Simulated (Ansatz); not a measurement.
Task: vertical and adiabatic energies of changing the electron count of FH3SSi, SMILES F[SiH2]S, with the Ansatz DFT code, driven from Python. Give the script and its output. Level of theory (for the species named): r2SCAN, def2-SVP basis, multiplicity 1.

```tsv
atom	x (Å)	y (Å)	z (Å)
F	-1.8389	0.5531	-0.2664
Si	-0.3975	0.0245	-0.3648
S	0.5204	0.2507	1.5267
H	-0.3489	-1.4014	-0.7252
H	0.3816	0.7797	-1.3944
H	1.7253	-0.2705	1.1778
```

The script, `adiabatic_fh3ssi.py`:
```python
import itertools

import ansatz as az
from ase.data import atomic_numbers, covalent_radii
import numpy as np

geometry_ang = [
    ("F", (-1.8389, 0.5531, -0.2664)),
    ("Si", (-0.3975, 0.0245, -0.3648)),
    ("S", (0.5204, 0.2507, 1.5267)),
    ("H", (-0.3489, -1.4014, -0.7252)),
    ("H", (0.3816, 0.7797, -1.3944)),
    ("H", (1.7253, -0.2705, 1.1778)),
]
system = az.Crystal.molecule()
for symbol, xyz in geometry_ang:
    system = system.atom(symbol, xyz)

model = (
    system.calculation()
    .basis(gaussian="def2-SVP")
    .functional("r2SCAN")
)
symbols = [site.symbol for site in system.cartesian_sites]
start = np.array([site.position_ang for site in system.cartesian_sites], dtype=float)
rep = model.relax(force_tolerance=0.01, max_steps=100).run().report
end = np.array(rep["positions_ang"])

minimum = az.Crystal.molecule()
for symbol, place in zip(symbols, end):
    minimum = minimum.atom(symbol, place.tolist())
ion = minimum.calculation()
ion = ion.basis(gaussian="def2-SVP").functional("r2SCAN")
ion = ion.charge(1)
ion = ion.spin("collinear", total=1)
vertical = ion.run().report
settled = ion.relax(force_tolerance=0.01, max_steps=80).run().report
print(f"vertical ionisation energy   {vertical['free_energy_ev'] - rep['free_energy_ev']:.3f} eV")
print(f"adiabatic, no zero point     {settled['free_energy_ev'] - rep['free_energy_ev']:.3f} eV")
print(f"relaxation energy of the ion {vertical['free_energy_ev'] - settled['free_energy_ev']:.3f} eV")
ionised = np.array(settled["positions_ang"])
radius = [covalent_radii[atomic_numbers[s]] for s in symbols]
span = lambda where, i, j: np.linalg.norm(where[i] - where[j])
bonded = [(i, j) for i, j in itertools.combinations(range(len(symbols)), 2) if min(span(end, i, j), span(ionised, i, j)) < 1.2 * (radius[i] + radius[j])]
print("pair        before    after (A)")
for i, j in bonded:
    print(f"{symbols[i]}{i}-{symbols[j]}{j}".ljust(10), f"{span(end, i, j):8.4f} {span(ionised, i, j):8.4f}")
for first, second in list(itertools.combinations(bonded, 2)):
    shared = set(first) & set(second)
    if shared and symbols[(j := shared.pop())] != "H":
        i, k = sorted((set(first) | set(second)) - {j})
        u, v = ionised[i] - ionised[j], ionised[k] - ionised[j]
        angle = np.degrees(np.arccos(np.clip(u @ v / np.linalg.norm(u) / np.linalg.norm(v), -1, 1)))
        print(f"final angle {symbols[i]}{i}-{symbols[j]}{j}-{symbols[k]}{k}: {angle:.2f} deg")
```

```console
$ python adiabatic_fh3ssi.py
vertical ionisation energy   10.451 eV
adiabatic, no zero point     9.951 eV
relaxation energy of the ion 0.500 eV
pair        before    after (A)
F0-Si1       1.6255   1.5953
Si1-S2       2.1307   2.2883
Si1-H3       1.4852   1.4802
Si1-H4       1.4832   1.4805
S2-H5        1.3524   1.3675
final angle F0-Si1-S2: 103.63 deg
final angle F0-Si1-H3: 114.12 deg
final angle F0-Si1-H4: 113.98 deg
final angle S2-Si1-H3: 101.15 deg
final angle S2-Si1-H4: 101.09 deg
final angle Si1-S2-H5: 95.62 deg
final angle H3-Si1-H4: 119.42 deg
```

The energies are electronic: no zero-point or thermal terms, and the basis set is short of its limit. The product may relax into another structure. Each relaxation finds its nearest minimum, which needn't be the lowest. Hardware and time: 2.4 min on 1 thread of Arm Neoverse V1, on a shared host, peak memory 0.26 GiB.
